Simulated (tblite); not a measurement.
# FH7N2: the cost of one run

Programs: tblite 0.8.0 and PySCF 2.14.0. All values are calculated, for the isolated system unless a continuum is named. Atoms count from 0, parts from 1.

### Step 1. Starting point

10 atoms, charge 0, multiplicity 1; geometry: rigid parts in contact. Parts: 1 = atoms 0–1, `F`, charge 0; 2 = atoms 2–5, `N`, charge 0; 3 = atoms 6–9, `N`, charge 0.

### Step 2. Search for minima with GFN2-xTB

What the job is given:

```
{"job": {"kind": "dock", "xc": "GFN2-xTB", "basis": "xTB"}, "charge": 0, "multiplicity": 1, "parts": [{"atoms": "0-1", "charge": 0, "multiplicity": 1}, {"atoms": "2-5", "charge": 0, "multiplicity": 1}, {"atoms": "6-9", "charge": 0, "multiplicity": 1}]}
F      0.144345     0.263550     0.163181
H     -0.688168    -0.233605    -0.006023
N     -1.989995    -1.035984    -0.260988
H     -2.731656    -0.630550     0.297233
H     -2.230032    -0.961558    -1.241202
H     -1.896611    -2.019515    -0.037331
N      0.531297    -2.778582    -1.235076
H      0.809762    -1.965492    -0.697592
H      0.240172    -3.506111    -0.590784
H      1.367758    -3.105019    -1.705675
```

Level: GFN2-xTB search for minima from random contacts, gas phase.

Launch:

```console
> OMP_NUM_THREADS=1 python cluster_run.py task.json out
```

This one command runs all jobs of the session in turn.

Q: Estimate the wall time of this first job on 1 thread of Arm Neoverse N1, shared host.

About 6.6 s.
